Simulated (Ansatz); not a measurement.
A calculation on wurtzite CdS returned lattice constant a 4.143 Å, lattice parameter c 6.748 Å.

For reference: lattice constant a 4.136 Å (measured, temperature not stated, not corrected to a static lattice; as tabulated in Biswas et al. (2022), arXiv:2106.08875); lattice parameter c 6.714 Å (measured, temperature not stated, no zero-point or thermal correction; as tabulated in Biswas et al. (2022), arXiv:2106.08875).

### Question
Which level of theory produced these numbers?
A. rVV10 (Ansatz, a first-principles code)
B. PBE0 (Ansatz)
C. r²SCAN (Ansatz)
D. PBE-D4 (Ansatz)

### Answer
D, PBE-D4 (Ansatz)

The others give: r²SCAN 4.164 Å, 6.766 Å; PBE0 4.166 Å, 6.769 Å; rVV10 4.198 Å, 6.850 Å.

Unless a cell is named, each level is at its own relaxed cell (PBE-D4 25.08, PBE0 25.43, r²SCAN 25.40, rVV10 26.13 Å³/atom).

Ansatz's density-functional and Hartree–Fock values are scalar-relativistic unless marked +SOC, with PAW data made under PBE.
